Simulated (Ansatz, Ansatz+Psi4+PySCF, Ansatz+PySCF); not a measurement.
```xyz
4

H     0.0000    0.5851   -0.9418
O     0.0000   -0.3904   -0.9273
O     0.0000   -0.6299    0.6083
O     0.0000    0.4352    1.2608
```

Basis set: cc-pVTZ (spherical functions). Frozen core: 3 orbitals. Correlation on ROHF uses semicanonical orbitals with singles. Charge 0, multiplicity 2.

Computed with Ansatz (development build ahead of 0.2.0); each method stands on the lowest determinant of its kind that the runs found.

The atomization energy at this shape (free ground-state atoms in the same class of orbitals less the molecule, no zero-point energy) of doublet HO3:

```tsv
method	atomization energy
ROHF-CCSD(T)	914.3 kJ/mol
UHF-CCSD(T)	908.7 kJ/mol
ROHF-MP2	935.1 kJ/mol
UHF	243.9 kJ/mol
```

Q: What does UHF-MP2 give?

A: 867.7 kJ/mol. Caution for ROHF-CCSD(T), ROHF-MP2: large amplitudes, a single reference is doubtful. Caution for UHF-CCSD(T), UHF-MP2, UHF: the unrestricted determinant is spin contaminated. Caution for ROHF-MP2, UHF-MP2: forces differ strongly between restricted and unrestricted references. Caution for UHF-MP2: another reference gives a lower total.
